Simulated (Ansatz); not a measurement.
A made-up structure of C$_{2}$H$_{5}$Si, doublet:

```xyz
8
angstrom
C -0.6786 0.3226 -0.4144
C 0.7441 0.3796 0.1962
Si -0.3830 -0.8681 0.9736
H -0.7107 -0.7498 2.3502
H -1.2923 1.2023 -0.2489
H 0.9862 1.2937 0.7289
H 1.5626 0.0334 -0.4278
H -0.1734 -2.3035 0.6193
```

It is relaxed with PBE-D4/def2-SVP and then PBE0-D4/def2-TZVP (Ansatz 0.2.0). Atoms count as bonded within 1.22 times the sum of their covalent radii (H–H: 0.88 Å). The end point is not checked to be a true minimum.

(1) Does its bonding change? (A judgement: the text doesn't fix the answer.)

## Answers

(1) By the calculation: No: no bond forms or breaks.

Where it ends: The first stage lowers the energy by 0.35 eV in 12 steps. It ends as C₂H₅Si ([CH]1[CH2][SiH2]1):
C1  (-0.710, 0.440, -0.090)
C2  (0.745, 0.413, 0.245)
Si3  (-0.322, -0.902, 1.032)
H4  (-0.672, -0.808, 2.468)
H5  (-1.311, 1.084, -0.714)
H6  (1.138, 1.234, 0.850)
H7  (1.441, 0.147, -0.554)
H8  (-0.255, -2.298, 0.541)
(Å)

Labels in which every atom is bracketed show which atoms are joined, not bond orders.

For scale, one of the runs: PBE0-D4/def2-TZVP relaxation, 129 basis functions, launched by `ansatz run in.yaml --threads 2 --pin off --events-out ev --progress --plain --max-ram 4352MiB`. The run took about 64 s on 2 CPU threads of an Arm Neoverse V2 (shared host).
